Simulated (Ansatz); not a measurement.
Input file:

```yaml
crystal:
  periodic: [false, false, false]
  atoms:
    - { symbol: C, position_ang: [-0.88245, -1.55, 0.291811] }
    - { symbol: C, position_ang: [0.364356, -0.655301, 0.05184] }
    - { symbol: C, position_ang: [-0.053271, 0.854619, -0.233875] }
    - { symbol: "N", position_ang: [1.204934, 1.672831, -0.555782] }
    - { symbol: F, position_ang: [-0.904891, 0.939449, -1.344] }
    - { symbol: F, position_ang: [-0.756773, 1.387256, 0.869634] }
    - { symbol: H, position_ang: [-0.578588, -2.591221, 0.478058] }
    - { symbol: H, position_ang: [-1.542559, -1.529792, -0.588981] }
    - { symbol: H, position_ang: [-1.452528, -1.190057, 1.162194] }
    - { symbol: H, position_ang: [0.941467, -1.013703, -0.817117] }
    - { symbol: H, position_ang: [1.026703, -0.672585, 0.934408] }
    - { symbol: H, position_ang: [0.870027, 2.681855, -0.566865] }
    - { symbol: H, position_ang: [1.783972, 1.63195, 0.333475] }
basis:
  gaussian: { orbitals: STO-3G }
hamiltonian:
  xc: b3lyp
neb:
  order_check: false
  images: 5
  f_tol: 0.03
  max_iterations: 60
  initial_path: idpp
  final_atoms:
    - { symbol: C, position_ang: [-0.88370602, -1.55553691, 0.25652506] }
    - { symbol: C, position_ang: [0.33847375, -0.66430096, -0.09712234] }
    - { symbol: C, position_ang: [-0.05617155, 0.87838726, -0.12089426] }
    - { symbol: "N", position_ang: [1.16650509, 1.70497654, -0.54255359] }
    - { symbol: F, position_ang: [-1.07183219, 1.12301699, -1.05547937] }
    - { symbol: F, position_ang: [-0.54908803, 1.27897232, 1.1411435] }
    - { symbol: H, position_ang: [-1.27602186, -1.29281324, 1.25110788] }
    - { symbol: H, position_ang: [-0.59653028, -2.61789344, 0.26239655] }
    - { symbol: H, position_ang: [-1.68684874, -1.41370966, -0.48282447] }
    - { symbol: H, position_ang: [0.73671592, -0.92341805, -1.0926144] }
    - { symbol: H, position_ang: [1.14522252, -0.8062959, 0.64243031] }
    - { symbol: H, position_ang: [0.87549917, 2.71396887, -0.37564952] }
    - { symbol: H, position_ang: [1.87818121, 1.53994718, 0.22833465] }
```

Command:

```bash
$ ansatz run input.yaml --threads 1 --pin off --max-ram 2048MiB --backend cpu --events-out ev --progress --plain --runs-dir out
```

Hardware: 1 thread of Arm Neoverse V1, with other jobs on the host.

**Question.** Roughly how long does this run take, and how much memory?

**Answer.** 73 s, with a peak of 0.11 GiB, for 4 band iterations.
